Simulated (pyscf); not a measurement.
Single points on ωB97X-D3(BJ)/def2-SVP structures (PySCF, gas phase).

### Question
For the elementary gas-phase step germylene (GeH₂) [singlet] + ammonia (NH₃) -> H₂N–GeH: [singlet] + hydrogen (H₂) (singlet surface; Ge–H, H–N broken, Ge–N, H–H formed), what barrier and reaction energy does PBE0-D3(BJ)/def2-TZVP give, measured from the separated reactants?

### Answer
ΔE‡ = 29.4 kJ/mol, ΔE = -65.3 kJ/mol. ωB97M-D3(BJ)/def2-TZVP gives 48.4 kJ/mol and -62.3 kJ/mol. Zero-point energy shifts the barrier by +2.7 kJ/mol. It is a four-centre exchange, with an imaginary mode of 1360i cm⁻¹. On the reactant side the descent ends in an adduct with a Ge–N contact, 114.8 kJ/mol under the separated species and 156.7 kJ/mol under the saddle at ωB97X-D3(BJ)/def2-TZVP. What is counted as formed (Ge–N) is already present as a longer contact in the reactant adduct; forming that adduct is a step of its own. At the saddle there is also a short Ge–H contact that neither side keeps. One saddle was located; it need not be the lowest between these sides. Elements up to Kr have no core potential and no relativistic terms here.
